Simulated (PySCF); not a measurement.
System (SMILES): C=O (CH2-O).
Geometry (B3LYP-D3(BJ)/def2-TZVP, fixed):
```
C
O 1 1.1989
H 1 1.1075 2 122.05
H 1 1.1075 3 115.91 2 180.00
```
Charge 0, spin multiplicity 1.

Basis-set convergence of the lowest singlet excitation energy at CAM-B3LYP with PySCF. Tamm-Dancoff approximation; the state is taken by its order, and sets in which it differs in degeneracy or brightness are left out, yet its character can still change. All functions are spherical. Density fitting with generated auxiliary sets. No added dispersion term, no relativity. Reference: the value in d-aug-cc-pVTZ, 4.004 eV. Deviations are taken from unrounded values. Cost is core time over that of cc-pVDZ, rough, on shared machines of one kind.

```csv
basis,functions,lowest singlet excitation energy (eV),minus reference (eV),cost
cc-pVDZ,38,4.041,0.037,1×
def2-SVP,38,4.050,0.046,1×
pcseg-1,38,4.044,0.040,1×
6-311+G**,56,3.993,-0.010,1×
def2-SVPD,59,4.012,0.008,2×
aug-cc-pVDZ,64,3.975,-0.029,3×
"6-311++G(2d,2p)",74,4.000,-0.004,3×
cc-pVTZ,88,4.046,0.042,4×
pcseg-2,88,4.020,0.016,3×
d-aug-cc-pVDZ,90,3.972,-0.032,4×
def2-TZVPP,90,4.029,0.025,4×
def2-TZVPD,95,4.012,0.008,5×
def2-TZVPPD,111,4.011,0.007,6×
"6-311++G(3df,3pd)",114,4.009,0.005,7×
aug-cc-pVTZ,138,4.005,0.001,10×
cc-pVQZ,170,4.034,0.030,20×
def2-QZVPP,174,4.016,0.012,10×
pcseg-3,186,4.006,0.002,30×
```

The smallest set listed that lies within 0.1 eV of the reference with all its larger relatives (same family, alike in diffuse functions; a set with none counts only in the reference's own line) is cc-pVDZ (38 functions, 1× in cost, 0.037 eV off), level with def2-SVP, level with pcseg-1. (Relatives not listed, tested too: def2-TZVP 0.029, jun-cc-pV(T+d)Z 0.001, def2-QZVP 0.012, d-aug-cc-pVTZ 0.000, def2-QZVPPD 0.003 eV.)
